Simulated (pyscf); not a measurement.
F–BH–SiH₃ + H₂ → H₂B–F + SiH₄, a four-centre exchange (singlet surface; B–Si, H–H broken, B–H, H–Si formed). Single points on ωB97X-D3(BJ)/def2-SVP structures (PySCF, gas phase). Energies in kJ/mol from the separated reactants.

Small-basis levels: PySCF, no dispersion term, spherical d functions. AM1 to PM7: differences of heats of formation from MOPAC, which are fitted to 298 K values and so differ in kind from electronic energies by zero-point and thermal terms. Cost: rough CPU time at the saddle relative to B3LYP/6-31G*, from one job on a shared machine.

| level | barrier | reaction energy | cost |
|---|---|---|---|
| HF/6-31G* | 151.0 | -78.7 | 0.07 |
| SVWN5/6-31G* | -10.1 | -34.9 | 0.8 |
| B3LYP/STO-3G | 192.4 | -35.2 | 0.5 |
| B3LYP/3-21G | 85.7 | -41.6 | 0.7 |
| B3LYP/LANL2DZ | 85.7 | -37.5 | 0.6 |
| B3LYP/6-31G* | 75.5 | -53.0 | 1 |
| AM1 | 132.1 | -26.6 | under 0.02 |
| ωB97M-D3(BJ)/def2-TZVP | 51.7 | -51.9 | – |

Against the last row the barrier runs from -61.8 (SVWN5/6-31G*) to +140.7 kJ/mol (B3LYP/STO-3G). At SVWN5/6-31G* this geometry lies under one side, so the entry may be no barrier of that level: it is a single point on another level's saddle. ωB97M-D3(BJ)/def2-TZVP has limits of its own. At the saddle there is also a short B–H contact that neither side keeps. This is the saddle that the search found; another between the same sides may lie lower.
